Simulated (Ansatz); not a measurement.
Process, species as SMILES: S (H2S) → [SH] (SH) + H atom
B3LYP-D3(BJ)/def2-TZVP geometries, fixed; electronic energies without zero-point terms.

Basis-set convergence of the bond dissociation energy at PBE with Ansatz (a first-principles code). Cartesian d functions, on some or all atoms, in 6-31G*, 6-31+G*, 6-31G**, 6-311G**, 6-311+G**; all else is spherical. The program fits the integrals of some runs and decomposes those of others, by size. Open shells are unrestricted. No added dispersion term, no relativity. Functions are those of the species that has most. Reference: the value in aug-cc-pV(5+d)Z, 94.17 kcal/mol. Deviations are taken from unrounded values.

```csv
basis,functions,bond dissociation energy (kcal/mol),minus reference (kcal/mol)
STO-3G,11,113.75,19.58
3-21G,17,85.45,-8.73
6-31G,17,84.09,-10.08
6-31G*,23,91.66,-2.51
6-31+G*,27,91.68,-2.50
6-31G**,29,93.45,-0.72
6-311G**,39,92.95,-1.22
6-311+G**,43,92.84,-1.33
"6-311++G(2d,2p)",55,93.84,-0.33
"6-311++G(3df,3pd)",83,94.20,0.02
```

The smallest set listed that lies within 2 kcal/mol of the reference with all its larger relatives (same family, alike in diffuse functions; a set with none counts only in the reference's own line) is 6-31G** (29 functions, -0.72 kcal/mol off).
